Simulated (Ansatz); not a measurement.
**Molecular dynamics of C2H3NS**

input.yaml

```yaml
crystal:
  periodic: [false, false, false]
  atoms:
    - { symbol: C, position_ang: [-1.042985, 0.414295, -0.394932] }
    - { symbol: "N", position_ang: [-0.029123, 1.039287, 0.220891] }
    - { symbol: C, position_ang: [0.809016, -0.276099, 0.31656] }
    - { symbol: S, position_ang: [-0.516874, -1.277121, -0.530338] }
    - { symbol: H, position_ang: [-1.984986, 0.880027, -0.730978] }
    - { symbol: H, position_ang: [1.005403, -0.571888, 1.364475] }
    - { symbol: H, position_ang: [1.759539, -0.208511, -0.245679] }
basis:
  gaussian: { orbitals: STO-3G }
hamiltonian:
  xc: b3lyp
md:
  timestep: 0.5
  n_steps: 266
  ensemble: nvt_langevin
  temperature: 500.0
  initial_velocities: maxwell_boltzmann
  seed: 599506
  friction: 0.001
scf:
  lower_state_search: "off"
```

Run as:

```bash
$ ansatz run input.yaml --threads 1 --pin off --max-ram 2048MiB --backend cpu --events-out ev --progress --plain --runs-dir out
```

It starts from a relaxed structure.

Output, in part (one step line in 3, the closing report, with atoms numbered from 0):

```
md step     0: t =     0.00 fs  T =   428.6 K  F+E_penalty+E_count = -14281.43971343 eV  E_kin = 0.387780 eV  (14 SCF iters)
md step     3: t =     1.50 fs  T =   313.6 K  F+E_penalty+E_count = -14281.34113623 eV  E_kin = 0.283767 eV  (21 SCF iters)
md step     6: t =     3.00 fs  T =   220.7 K  F+E_penalty+E_count = -14281.27051161 eV  E_kin = 0.199654 eV  (21 SCF iters)
md step     9: t =     4.50 fs  T =   264.7 K  F+E_penalty+E_count = -14281.31809318 eV  E_kin = 0.239463 eV  (21 SCF iters)
md step    12: t =     6.00 fs  T =   216.5 K  F+E_penalty+E_count = -14281.26094895 eV  E_kin = 0.195895 eV  (21 SCF iters)
md step    15: t =     7.50 fs  T =   116.1 K  F+E_penalty+E_count = -14281.17091978 eV  E_kin = 0.105015 eV  (14 SCF iters)
md step    18: t =     9.00 fs  T =   234.4 K  F+E_penalty+E_count = -14281.27942258 eV  E_kin = 0.212118 eV  (21 SCF iters)
md step    21: t =    10.50 fs  T =   284.7 K  F+E_penalty+E_count = -14281.32000737 eV  E_kin = 0.257605 eV  (21 SCF iters)
md step    24: t =    12.00 fs  T =   217.1 K  F+E_penalty+E_count = -14281.24917000 eV  E_kin = 0.196417 eV  (21 SCF iters)
md step    27: t =    13.50 fs  T =   291.2 K  F+E_penalty+E_count = -14281.32022130 eV  E_kin = 0.263457 eV  (21 SCF iters)
md step    30: t =    15.00 fs  T =   383.3 K  F+E_penalty+E_count = -14281.39681820 eV  E_kin = 0.346798 eV  (21 SCF iters)
md step    33: t =    16.50 fs  T =   307.2 K  F+E_penalty+E_count = -14281.30654645 eV  E_kin = 0.277985 eV  (21 SCF iters)
md step    36: t =    18.00 fs  T =   273.4 K  F+E_penalty+E_count = -14281.27644258 eV  E_kin = 0.247387 eV  (21 SCF iters)
md step    39: t =    19.50 fs  T =   331.9 K  F+E_penalty+E_count = -14281.34377798 eV  E_kin = 0.300283 eV  (21 SCF iters)
md step    42: t =    21.00 fs  T =   231.8 K  F+E_penalty+E_count = -14281.26099600 eV  E_kin = 0.209747 eV  (21 SCF iters)
md step    45: t =    22.50 fs  T =   182.9 K  F+E_penalty+E_count = -14281.21159950 eV  E_kin = 0.165526 eV  (21 SCF iters)
md step    48: t =    24.00 fs  T =   279.8 K  F+E_penalty+E_count = -14281.30493874 eV  E_kin = 0.253131 eV  (21 SCF iters)
md step    51: t =    25.50 fs  T =   283.2 K  F+E_penalty+E_count = -14281.31174576 eV  E_kin = 0.256219 eV  (21 SCF iters)
md step    54: t =    27.00 fs  T =   209.8 K  F+E_penalty+E_count = -14281.24631948 eV  E_kin = 0.189819 eV  (21 SCF iters)
md step    57: t =    28.50 fs  T =   288.3 K  F+E_penalty+E_count = -14281.32374860 eV  E_kin = 0.260820 eV  (21 SCF iters)
md step    60: t =    30.00 fs  T =   311.5 K  F+E_penalty+E_count = -14281.33602715 eV  E_kin = 0.281839 eV  (21 SCF iters)
md step    63: t =    31.50 fs  T =   192.6 K  F+E_penalty+E_count = -14281.23464767 eV  E_kin = 0.174303 eV  (21 SCF iters)
md step    66: t =    33.00 fs  T =   235.0 K  F+E_penalty+E_count = -14281.27392576 eV  E_kin = 0.212648 eV  (20 SCF iters)
md step    69: t =    34.50 fs  T =   310.0 K  F+E_penalty+E_count = -14281.34206397 eV  E_kin = 0.280467 eV  (21 SCF iters)
md step    72: t =    36.00 fs  T =   248.6 K  F+E_penalty+E_count = -14281.27465874 eV  E_kin = 0.224940 eV  (21 SCF iters)
md step    75: t =    37.50 fs  T =   242.9 K  F+E_penalty+E_count = -14281.27192479 eV  E_kin = 0.219799 eV  (20 SCF iters)
md step    78: t =    39.00 fs  T =   367.5 K  F+E_penalty+E_count = -14281.37595346 eV  E_kin = 0.332479 eV  (21 SCF iters)
md step    81: t =    40.50 fs  T =   280.5 K  F+E_penalty+E_count = -14281.30698979 eV  E_kin = 0.253782 eV  (21 SCF iters)
md step    84: t =    42.00 fs  T =   222.7 K  F+E_penalty+E_count = -14281.25017507 eV  E_kin = 0.201526 eV  (21 SCF iters)
md step    87: t =    43.50 fs  T =   286.7 K  F+E_penalty+E_count = -14281.31607930 eV  E_kin = 0.259417 eV  (21 SCF iters)
md step    90: t =    45.00 fs  T =   274.2 K  F+E_penalty+E_count = -14281.31571940 eV  E_kin = 0.248097 eV  (21 SCF iters)
md step    93: t =    46.50 fs  T =   173.5 K  F+E_penalty+E_count = -14281.21824404 eV  E_kin = 0.156942 eV  (21 SCF iters)
md step    96: t =    48.00 fs  T =   227.8 K  F+E_penalty+E_count = -14281.27918368 eV  E_kin = 0.206148 eV  (21 SCF iters)
md step    99: t =    49.50 fs  T =   278.5 K  F+E_penalty+E_count = -14281.33751467 eV  E_kin = 0.252025 eV  (21 SCF iters)
md step   102: t =    51.00 fs  T =   224.7 K  F+E_penalty+E_count = -14281.27562643 eV  E_kin = 0.203342 eV  (21 SCF iters)
md step   105: t =    52.50 fs  T =   254.5 K  F+E_penalty+E_count = -14281.30566776 eV  E_kin = 0.230244 eV  (21 SCF iters)
md step   108: t =    54.00 fs  T =   327.4 K  F+E_penalty+E_count = -14281.38059125 eV  E_kin = 0.296239 eV  (21 SCF iters)
md step   111: t =    55.50 fs  T =   273.9 K  F+E_penalty+E_count = -14281.33749725 eV  E_kin = 0.247808 eV  (21 SCF iters)
md step   114: t =    57.00 fs  T =   191.6 K  F+E_penalty+E_count = -14281.26396943 eV  E_kin = 0.173403 eV  (21 SCF iters)
md step   117: t =    58.50 fs  T =   245.4 K  F+E_penalty+E_count = -14281.32435836 eV  E_kin = 0.222002 eV  (21 SCF iters)
md step   120: t =    60.00 fs  T =   214.0 K  F+E_penalty+E_count = -14281.30127159 eV  E_kin = 0.193676 eV  (21 SCF iters)
md step   123: t =    61.50 fs  T =   155.7 K  F+E_penalty+E_count = -14281.24247000 eV  E_kin = 0.140839 eV  (21 SCF iters)
md step   126: t =    63.00 fs  T =   210.8 K  F+E_penalty+E_count = -14281.29051066 eV  E_kin = 0.190777 eV  (20 SCF iters)
md step   129: t =    64.50 fs  T =   294.7 K  F+E_penalty+E_count = -14281.36637705 eV  E_kin = 0.266679 eV  (20 SCF iters)
md step   132: t =    66.00 fs  T =   243.7 K  F+E_penalty+E_count = -14281.32014483 eV  E_kin = 0.220473 eV  (20 SCF iters)
md step   135: t =    67.50 fs  T =   227.9 K  F+E_penalty+E_count = -14281.30819796 eV  E_kin = 0.206198 eV  (21 SCF iters)
md step   138: t =    69.00 fs  T =   280.6 K  F+E_penalty+E_count = -14281.36197216 eV  E_kin = 0.253881 eV  (21 SCF iters)
md step   141: t =    70.50 fs  T =   208.9 K  F+E_penalty+E_count = -14281.29946851 eV  E_kin = 0.188977 eV  (20 SCF iters)
md step   144: t =    72.00 fs  T =   154.3 K  F+E_penalty+E_count = -14281.24559370 eV  E_kin = 0.139604 eV  (13 SCF iters)
md step   147: t =    73.50 fs  T =   214.5 K  F+E_penalty+E_count = -14281.29924925 eV  E_kin = 0.194106 eV  (21 SCF iters)
md step   150: t =    75.00 fs  T =   233.6 K  F+E_penalty+E_count = -14281.31871085 eV  E_kin = 0.211333 eV  (20 SCF iters)
md step   153: t =    76.50 fs  T =   193.5 K  F+E_penalty+E_count = -14281.26309424 eV  E_kin = 0.175085 eV  (14 SCF iters)
md step   156: t =    78.00 fs  T =   280.1 K  F+E_penalty+E_count = -14281.33521404 eV  E_kin = 0.253449 eV  (21 SCF iters)
md step   159: t =    79.50 fs  T =   310.8 K  F+E_penalty+E_count = -14281.35874660 eV  E_kin = 0.281236 eV  (21 SCF iters)
md step   162: t =    81.00 fs  T =   258.1 K  F+E_penalty+E_count = -14281.30244300 eV  E_kin = 0.233551 eV  (21 SCF iters)
md step   165: t =    82.50 fs  T =   251.1 K  F+E_penalty+E_count = -14281.30304577 eV  E_kin = 0.227168 eV  (20 SCF iters)
md step   168: t =    84.00 fs  T =   289.7 K  F+E_penalty+E_count = -14281.34702361 eV  E_kin = 0.262159 eV  (21 SCF iters)
md step   171: t =    85.50 fs  T =   225.8 K  F+E_penalty+E_count = -14281.27841913 eV  E_kin = 0.204321 eV  (21 SCF iters)
md step   174: t =    87.00 fs  T =   180.4 K  F+E_penalty+E_count = -14281.23383754 eV  E_kin = 0.163232 eV  (21 SCF iters)
md step   177: t =    88.50 fs  T =   230.3 K  F+E_penalty+E_count = -14281.28823897 eV  E_kin = 0.208400 eV  (21 SCF iters)
md step   180: t =    90.00 fs  T =   211.8 K  F+E_penalty+E_count = -14281.26240746 eV  E_kin = 0.191651 eV  (20 SCF iters)
md step   183: t =    91.50 fs  T =   181.0 K  F+E_penalty+E_count = -14281.23688043 eV  E_kin = 0.163731 eV  (20 SCF iters)
md step   186: t =    93.00 fs  T =   250.3 K  F+E_penalty+E_count = -14281.30452993 eV  E_kin = 0.226472 eV  (21 SCF iters)
md step   189: t =    94.50 fs  T =   312.1 K  F+E_penalty+E_count = -14281.35472191 eV  E_kin = 0.282404 eV  (21 SCF iters)
md step   192: t =    96.00 fs  T =   256.4 K  F+E_penalty+E_count = -14281.29741767 eV  E_kin = 0.231971 eV  (21 SCF iters)
md step   195: t =    97.50 fs  T =   266.3 K  F+E_penalty+E_count = -14281.31924560 eV  E_kin = 0.240996 eV  (21 SCF iters)
md step   198: t =    99.00 fs  T =   273.4 K  F+E_penalty+E_count = -14281.33024219 eV  E_kin = 0.247398 eV  (21 SCF iters)
md step   201: t =   100.50 fs  T =   222.9 K  F+E_penalty+E_count = -14281.27856764 eV  E_kin = 0.201704 eV  (20 SCF iters)
md step   204: t =   102.00 fs  T =   218.4 K  F+E_penalty+E_count = -14281.26879288 eV  E_kin = 0.197614 eV  (21 SCF iters)
md step   207: t =   103.50 fs  T =   280.4 K  F+E_penalty+E_count = -14281.32833295 eV  E_kin = 0.253703 eV  (21 SCF iters)
md step   210: t =   105.00 fs  T =   258.9 K  F+E_penalty+E_count = -14281.30782752 eV  E_kin = 0.234241 eV  (21 SCF iters)
md step   213: t =   106.50 fs  T =   232.2 K  F+E_penalty+E_count = -14281.28605011 eV  E_kin = 0.210084 eV  (21 SCF iters)
md step   216: t =   108.00 fs  T =   262.2 K  F+E_penalty+E_count = -14281.31916402 eV  E_kin = 0.237226 eV  (21 SCF iters)
md step   219: t =   109.50 fs  T =   234.7 K  F+E_penalty+E_count = -14281.27820813 eV  E_kin = 0.212364 eV  (21 SCF iters)
md step   222: t =   111.00 fs  T =   198.0 K  F+E_penalty+E_count = -14281.24986122 eV  E_kin = 0.179124 eV  (21 SCF iters)
md step   225: t =   112.50 fs  T =   243.4 K  F+E_penalty+E_count = -14281.29379787 eV  E_kin = 0.220234 eV  (21 SCF iters)
md step   228: t =   114.00 fs  T =   272.6 K  F+E_penalty+E_count = -14281.32573010 eV  E_kin = 0.246625 eV  (21 SCF iters)
md step   231: t =   115.50 fs  T =   219.5 K  F+E_penalty+E_count = -14281.28575546 eV  E_kin = 0.198645 eV  (21 SCF iters)
md step   234: t =   117.00 fs  T =   277.4 K  F+E_penalty+E_count = -14281.33064015 eV  E_kin = 0.250969 eV  (21 SCF iters)
md step   237: t =   118.50 fs  T =   290.9 K  F+E_penalty+E_count = -14281.34649413 eV  E_kin = 0.263247 eV  (21 SCF iters)
md step   240: t =   120.00 fs  T =   232.0 K  F+E_penalty+E_count = -14281.29679429 eV  E_kin = 0.209949 eV  (20 SCF iters)
md step   243: t =   121.50 fs  T =   232.3 K  F+E_penalty+E_count = -14281.28824770 eV  E_kin = 0.210204 eV  (20 SCF iters)
md step   246: t =   123.00 fs  T =   273.8 K  F+E_penalty+E_count = -14281.33059084 eV  E_kin = 0.247735 eV  (21 SCF iters)
md step   249: t =   124.50 fs  T =   231.0 K  F+E_penalty+E_count = -14281.29437314 eV  E_kin = 0.209022 eV  (21 SCF iters)
md step   252: t =   126.00 fs  T =   188.5 K  F+E_penalty+E_count = -14281.25474829 eV  E_kin = 0.170602 eV  (21 SCF iters)
md step   255: t =   127.50 fs  T =   257.1 K  F+E_penalty+E_count = -14281.30849864 eV  E_kin = 0.232638 eV  (21 SCF iters)
md step   258: t =   129.00 fs  T =   232.5 K  F+E_penalty+E_count = -14281.29543588 eV  E_kin = 0.210401 eV  (21 SCF iters)
md step   261: t =   130.50 fs  T =   219.4 K  F+E_penalty+E_count = -14281.28155551 eV  E_kin = 0.198516 eV  (20 SCF iters)
md step   264: t =   132.00 fs  T =   281.3 K  F+E_penalty+E_count = -14281.32478269 eV  E_kin = 0.254571 eV  (20 SCF iters)
md step   266: t =   133.00 fs  T =   321.6 K  F+E_penalty+E_count = -14281.35719002 eV  E_kin = 0.290956 eV  (20 SCF iters)
Total energy: -14281.35734048 eV, -524.8302020108 hartree
Atom 0 at    -1.383061    -0.036775    -0.305761 Å, force     0.123842    -0.297442    -0.138347 eV/Å
Atom 1 at    -0.562767     1.015663    -0.311853 Å, force    -0.130494     1.193093    -0.004352 eV/Å
Atom 2 at     0.721828     0.173464    -0.096287 Å, force    -1.362742    -1.662604    -1.346363 eV/Å
Atom 3 at    -0.309731    -1.415240    -0.075288 Å, force     0.526500    -0.209589     0.304292 eV/Å
Atom 4 at    -2.475725    -0.045520    -0.461434 Å, force     0.065999     0.200875     0.058393 eV/Å
Atom 5 at     1.265497     0.373065     0.806683 Å, force     0.614096     0.406003     1.194625 eV/Å
Atom 6 at     1.385201     0.158536    -0.976290 Å, force     0.162799     0.369664    -0.068248 eV/Å
Dipole moment:     0.095576    -0.352462     0.032818 e Å
```

The run went to its last step. The mean temperature of the second half is 52 % below the set value. A run of 0.13 ps of so small a system gives no equilibrium averages. Limits of this set-up: minimal basis.

The same pairs are bonded in the first frame and the last. Pairs count as bonded within 1.25 times the sum of covalent radii (0.12 Å more for H–H).

Last frame:

```xyz
7
Properties=species:S:1:pos:R:3
C -1.383 -0.037 -0.306
N -0.563 1.016 -0.312
C 0.722 0.173 -0.096
S -0.310 -1.415 -0.075
H -2.476 -0.045 -0.461
H 1.266 0.373 0.807
H 1.385 0.159 -0.976
```

Run time: 2.7 min on 1 thread of Intel(R) Xeon(R) Platinum 8488C (Sapphire Rapids), with other jobs on the host, peak memory 0.19 GiB.
